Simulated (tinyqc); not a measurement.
G0W0 on RHF in the sto-6g basis, for H2O, spin multiplicity 1, step by step. One step of it, computed by the program tinyqc.

Problem. Screening: direct RPA. With D = e_a - e_i and K = (ia|jb): diagonalise D^(1/2) (D + 4K) D^(1/2) = Z w^2 Z^T; X + Y = D^(1/2) Z w^(-1/2), each column of Z with its largest component positive (the first on a tie); E_c = (sum w - tr (D + 2K)) / 2.

orbital energies (hartree): MO1 -20.529521, MO2 -1.235482, MO3 -0.550620, MO4 -0.465797, MO5 -0.398986, MO6 0.508270, MO7 0.585484

Two-electron integrals over orbitals (pq|rs), unique and non-zero (hartree):
```
(11|11) 4.763161    (21|11) -0.435480   (21|21) 0.064313    (22|11) 1.029778
(22|21) -0.015601   (22|22) 0.728129    (31|31) 0.011497    (32|31) 0.017447
(32|32) 0.133295    (33|11) 0.783872    (33|21) -0.004488   (33|22) 0.629406
(33|33) 0.609405    (41|11) 0.183367    (41|21) -0.024953   (41|22) 0.014027
(41|33) 0.005681    (41|41) 0.026361    (42|11) -0.156545   (42|21) 0.009264
(42|22) -0.018331   (42|33) 0.002754    (42|41) 0.016970    (42|42) 0.128856
(43|31) -0.003291   (43|32) 0.023569    (43|43) 0.054885    (44|11) 0.941005
(44|21) -0.011561   (44|22) 0.660820    (44|33) 0.576949    (44|41) -0.008947
(44|42) -0.094218   (44|44) 0.710108    (51|51) 0.026664    (52|51) 0.032885
(52|52) 0.149068    (53|53) 0.027630    (54|51) -0.012803   (54|52) -0.046687
(54|54) 0.050425    (55|11) 1.117097    (55|21) -0.011461   (55|22) 0.754287
(55|33) 0.614842    (55|41) 0.004562    (55|42) -0.081630   (55|44) 0.694094
(55|55) 0.880663    (61|11) -0.210771   (61|21) 0.033501    (61|22) -0.001388
(61|33) 0.000933    (61|41) 0.001312    (61|42) 0.021542    (61|44) -0.016857
(61|55) -0.005104   (61|61) 0.029764    (62|11) 0.283989    (62|21) -0.006610
(62|22) 0.137629    (62|33) 0.073876    (62|41) 0.018997    (62|42) 0.028332
(62|44) 0.064538    (62|55) 0.145728    (62|61) 0.010354    (62|62) 0.098904
(63|31) 0.003207    (63|32) -0.031129   (63|43) -0.033422   (63|63) 0.067748
(64|11) 0.261727    (64|21) -0.002915   (64|22) 0.119709    (64|33) 0.050314
(64|41) -0.000120   (64|42) -0.054654   (64|44) 0.131315    (64|55) 0.145289
(64|61) -0.002374   (64|62) 0.057790    (64|64) 0.096502    (65|51) 0.013282
(65|52) 0.051600    (65|54) 0.004378    (65|65) 0.035346    (66|11) 0.812883
(66|21) -0.007796   (66|22) 0.609965    (66|33) 0.561606    (66|41) 0.018632
(66|42) 0.047165    (66|44) 0.554224    (66|55) 0.590695    (66|61) 0.009308
(66|62) 0.099679    (66|64) 0.052905    (66|66) 0.597466    (71|31) 0.014928
(71|32) 0.021516    (71|43) -0.004393   (71|63) 0.003747    (71|71) 0.019412
(72|31) 0.014568    (72|32) 0.049993    (72|43) -0.034136   (72|63) 0.032079
(72|71) 0.018130    (72|72) 0.065264    (73|11) 0.367043    (73|21) -0.006866
(73|22) 0.154765    (73|33) 0.090379    (73|41) -0.000605   (73|42) -0.083294
(73|44) 0.139409    (73|55) 0.197976    (73|61) -0.006026   (73|62) 0.069491
(73|64) 0.100758    (73|66) 0.044372    (73|73) 0.161254    (74|31) -0.008960
(74|32) -0.076126   (74|43) -0.011447   (74|63) 0.050838    (74|71) -0.011489
(74|72) -0.015387   (74|74) 0.073418    (75|53) 0.023721    (75|75) 0.023913
(76|31) 0.007785    (76|32) 0.085615    (76|43) 0.058763    (76|63) -0.059711
(76|71) 0.009661    (76|72) -0.008275   (76|74) -0.061897   (76|76) 0.110744
(77|11) 0.828003    (77|21) -0.008116   (77|22) 0.607987    (77|33) 0.590097
(77|41) 0.003900    (77|42) -0.013099   (77|44) 0.579014    (77|55) 0.604593
(77|61) -0.003181   (77|62) 0.061857    (77|64) 0.044298    (77|66) 0.559130
(77|73) 0.084100    (77|77) 0.596652
```

Give: D^(1/2) (D + 4K) D^(1/2); excitation energies w; X + Y; RPA correlation energy.

Solution.

D^(1/2) (D + 4K) D^(1/2) (hartree^2):
```
         1>6      1>7    2>6     2>7    3>6     3>7     4>6     4>7
1>6  445.093    0.000  0.251   0.000  0.000  -0.118  -0.043   0.000
1>7    0.000  447.483  0.000   0.450  0.071   0.000   0.000  -0.217
2>6    0.251    0.000  3.731   0.000  0.000   0.391   0.301   0.000
2>7    0.000    0.450  0.000   3.791  0.178   0.000   0.000  -0.085
3>6    0.000    0.071  0.000   0.178  1.408   0.000   0.000   0.215
3>7   -0.118    0.000  0.391   0.000  0.000   2.024   0.424   0.000
4>6   -0.043    0.000  0.301   0.000  0.000   0.424   1.325   0.000
4>7    0.000   -0.217  0.000  -0.085  0.215   0.000   0.000   1.414
5>6    0.000    0.000  0.000   0.000  0.000   0.000   0.000   0.000
5>7    0.000    0.000  0.000   0.000  0.000   0.000   0.000   0.000

       5>6    5>7
1>6  0.000  0.000
1>7  0.000  0.000
2>6  0.000  0.000
2>7  0.000  0.000
3>6  0.000  0.000
3>7  0.000  0.000
4>6  0.000  0.000
4>7  0.000  0.000
5>6  0.951  0.000
5>7  0.000  1.063
```

excitation energies w (hartree): 0.975  1.031  1.058  1.088  1.274  1.443  1.951  1.969  21.097  21.154

X + Y:
```
         1      2       3       4       5       6       7       8
1>6  0.000  0.000   0.000   0.000   0.000   0.002   0.000  -0.002
1>7  0.000  0.000   0.000  -0.002   0.001   0.000  -0.003   0.000
2>6  0.000  0.000  -0.056   0.000   0.000  -0.307   0.000   0.903
2>7  0.000  0.000   0.000  -0.093  -0.034   0.000   0.963   0.000
3>6  0.000  0.000   0.000   0.708   0.632   0.000   0.053   0.000
3>7  0.000  0.000  -0.424   0.000   0.000   0.782   0.000   0.181
4>6  0.000  0.000   0.875   0.000   0.000   0.314   0.000   0.107
4>7  0.000  0.000   0.000  -0.681   0.654   0.000  -0.021   0.000
5>6  0.964  0.000   0.000   0.000   0.000   0.000   0.000   0.000
5>7  0.000  0.977   0.000   0.000   0.000   0.000   0.000   0.000

         9     10
1>6  0.999  0.000
1>7  0.000  0.999
2>6  0.000  0.000
2>7  0.000  0.000
3>6  0.000  0.000
3>7  0.000  0.000
4>6  0.000  0.000
4>7  0.000  0.000
5>6  0.000  0.000
5>7  0.000  0.000
```

RPA correlation energy = -0.06594 hartree
